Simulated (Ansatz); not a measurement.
**C₃H₆ (singlet): the correlation ladder, cc-pVTZ**

How much of the correlation energy of C₃H₆ (singlet) does each wave-function method recover here?

Computed with Ansatz 0.2.0, Gaussian basis. Level: cc-pVTZ, core rule «outside noble gas», up to 3 orbitals frozen.

To be run: UHF; CCSD(T) on RHF; CCSDT(Q) on RHF.

2 further runs of the same task are left out: 2 set aside as unsound or not needed.

## (1) The geometry

The geometry is an MP2(full)/6-31G* stationary point (not a proven minimum).

9 atoms, charge 0, spin multiplicity 1.

Atoms are counted from 1 here; the program's logs count them from 0.

Bond lengths: C1–C2 1.502 Å, C1–C3 1.502 Å, C1–H4 1.084 Å, C1–H5 1.084 Å, C2–C3 1.502 Å, C2–H6 1.084 Å, C2–H7 1.084 Å, C3–H8 1.084 Å, C3–H9 1.084 Å. Angles: C2–C1–C3 60.0°, C2–C1–H4 118.1°, C2–C1–H5 118.1°, C3–C1–H4 118.1°, C3–C1–H5 118.1°, H4–C1–H5 114.2°, C1–C2–C3 60.0°, C1–C2–H6 118.1°, C1–C2–H7 118.1°, C3–C2–H6 118.1°, C3–C2–H7 118.1°, H6–C2–H7 114.2°, C1–C3–C2 60.0°, C1–C3–H8 118.1°, C1–C3–H9 118.1°, C2–C3–H8 118.1°, C2–C3–H9 118.1°, H8–C3–H9 114.2°.

## (2) UHF

Contents of in.yaml:

```yaml
crystal:
  periodic: [false, false, false]
  atoms:
    - {symbol: C, position_ang: [0.000000, 0.866998, 0.000000]}
    - {symbol: C, position_ang: [0.750842, -0.433499, 0.000000]}
    - {symbol: C, position_ang: [-0.750842, -0.433499, 0.000000]}
    - {symbol: H, position_ang: [0.000000, 1.455762, 0.910526]}
    - {symbol: H, position_ang: [0.000000, 1.455762, -0.910526]}
    - {symbol: H, position_ang: [1.260727, -0.727881, -0.910526]}
    - {symbol: H, position_ang: [1.260727, -0.727881, 0.910526]}
    - {symbol: H, position_ang: [-1.260727, -0.727881, 0.910526]}
    - {symbol: H, position_ang: [-1.260727, -0.727881, -0.910526]}
basis:
  gaussian: {orbitals: cc-pVTZ}
magnetization: {spin_polarized: true, initial_magnetization: 0}
hamiltonian: {xc: hf}
output: {orbitals: {seedname: orbitals}}
```

Launch:

```console
> ansatz run in.yaml --threads 1 --pin off --events-out ev --progress --plain --max-ram 2880MiB --backend cpu
```

Further steps of the session: CCSD(T) on RHF; CCSDT(Q) on RHF.

Q: Predict the results of all the runs planned. Wanted: RCCSDT(Q) below the RHF energy; RMP2 from RCCSDT(Q); RCCSD from RCCSDT(Q); RCCSD(T) from RCCSDT(Q); T1 diagnostic.

The runs gave:

| quantity | value |
| --- | --- |
| RCCSDT(Q) below the RHF energy | -15.5233 eV |
| RMP2 from RCCSDT(Q) | +141.1 kJ/mol |
| RCCSD from RCCSDT(Q) | +61.2 kJ/mol |
| RCCSD(T) from RCCSDT(Q) | +3.4 kJ/mol |
| levels within 1 kcal/mol (43 meV) | RCCSD(T), RCCSDT |
| T1 diagnostic | 0.007 |

**Reading.** RCCSD(T) misses by +3.4 kJ/mol, 0.2 % of the correlation energy. These misses are within one basis, not against nature.
